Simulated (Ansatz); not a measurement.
# C2H8O2: the cost of one run

Computed with Ansatz 0.2.0 (the levels named in each step, unless a step's input says otherwise).

## 1. Starting point

Bond lengths: C1–C2 1.523 Å, C2–O3 1.416 Å, C1–H5 1.089 Å, C1–H6 1.086 Å, C1–H7 1.087 Å, C2–H8 1.098 Å, C2–H9 1.092 Å, O3–H10 0.965 Å, O4–H11 0.970 Å, O4–H12 0.958 Å. Angles: C1–C2–O3 112.4°, C1–C2–H8 110.4°, C1–C2–H9 110.5°, O3–C2–H8 109.7°, O3–C2–H9 105.2°, H8–C2–H9 108.5°, C2–C1–H5 110.5°, C2–C1–H6 109.9°, C2–C1–H7 110.1°, H5–C1–H6 108.6°, H5–C1–H7 108.6°, H6–C1–H7 109.1°, C2–O3–H10 108.4°, H11–O4–H12 106.3°.

Structure file:

```xyz
12

C    -0.8088   -0.1933    1.4305
C     0.5881   -0.6120    0.9918
O     0.6702   -0.8388   -0.4037
O    -0.4384    1.4773   -1.6163
H    -1.5235   -0.9923    1.2387
H    -0.8120    0.0271    2.4940
H    -1.1225    0.6923    0.8830
H     0.9049   -1.5143    1.5320
H     1.3074    0.1837    1.1960
H     0.0144   -1.5048   -0.6434
H     0.0254    0.7173   -1.2316
H     0.1558    1.8525   -2.2678
```

## 2. A rough first relaxation, PBE-D4/def2-SVP

This run stands in another session on the same molecule. It ended at:

```xyz
12

C    -0.7976   -0.1206    1.3177
C     0.5944   -0.5826    0.9079
O     0.6644   -0.9820   -0.4657
O    -0.4942    1.3412   -1.5987
H    -1.5280   -0.9569    1.2726
H    -0.8020    0.2688    2.3561
H    -1.1318    0.6742    0.6200
H     0.9596   -1.4041    1.5691
H     1.3232    0.2494    1.0065
H     0.0106   -1.6956   -0.5946
H    -0.0296    0.4971   -1.3836
H     0.1920    2.0057   -1.4039
```

## 3. Relaxation, HF/STO-3G

The input, input.yaml:

```yaml
crystal:
  periodic: [false, false, false]
  atoms:
    - { symbol: C, position_ang: [-0.79759153, -0.12059963, 1.31767316] }
    - { symbol: C, position_ang: [0.59443166, -0.58256203, 0.9079329] }
    - { symbol: O, position_ang: [0.66443321, -0.9819905, -0.46565409] }
    - { symbol: O, position_ang: [-0.49417505, 1.34116158, -1.59872522] }
    - { symbol: H, position_ang: [-1.52795691, -0.95692898, 1.27255578] }
    - { symbol: H, position_ang: [-0.80203243, 0.26878154, 2.35609738] }
    - { symbol: H, position_ang: [-1.13183145, 0.67424984, 0.61995112] }
    - { symbol: H, position_ang: [0.9595889, -1.40413018, 1.56905377] }
    - { symbol: H, position_ang: [1.32319961, 0.24942794, 1.0064684] }
    - { symbol: H, position_ang: [0.01058936, -1.69562878, -0.59458161] }
    - { symbol: H, position_ang: [-0.02962847, 0.49712851, -1.38362304] }
    - { symbol: H, position_ang: [0.1919831, 2.0056707, -1.40394855] }
basis:
  gaussian: { orbitals: STO-3G }
hamiltonian:
  xc: hf
relax:
  f_tol: 0.002
  max_steps: 150
```

Command:

```console
$ ansatz run input.yaml --threads 4 --pin off --max-ram 10240MiB --backend cpu --events-out ev --progress --plain --runs-dir out
```

Q: Estimate wall time and peak memory on 4 threads of Arm Neoverse N1, shared host.

About 9 s, with a peak of 0.085 GiB.
